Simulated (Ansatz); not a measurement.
Input for Ansatz (development build ahead of 0.2.0):

```yaml
crystal:
  periodic: [false, false, false]
  atoms:
    - { symbol: "N", position_ang: [-0.00632, 0.02971, 0.04425] }
    - { symbol: H, position_ang: [-0.47085, 0.02218, 0.93894] }
    - { symbol: H, position_ang: [0.81907, 0.59247, -0.17789] }
    - { symbol: H, position_ang: [-0.36937, -0.38303, -0.83414] }
basis:
  gaussian: { orbitals: def2-SVP }
total_charge: 1
magnetization:
  spin_polarized: true
  initial_magnetization: 1
hamiltonian:
  xc: hf
output:
  forces: true
```

The input is written out in the form of the current development build from the run's settings.

Results

```yaml
Converged: yes
Total_energy: -55.83370 hartree
Spin_squared_of_the_determinant: 0.761
Stability_test: minimum
```

Forces (eV/Å):
```csv
atom,Fx,Fy,Fz
N1,0.625,0.232,-2.428
H2,-0.233,-0.109,0.441
H3,0.007,0.063,0.897
H4,-0.399,-0.186,1.089
```
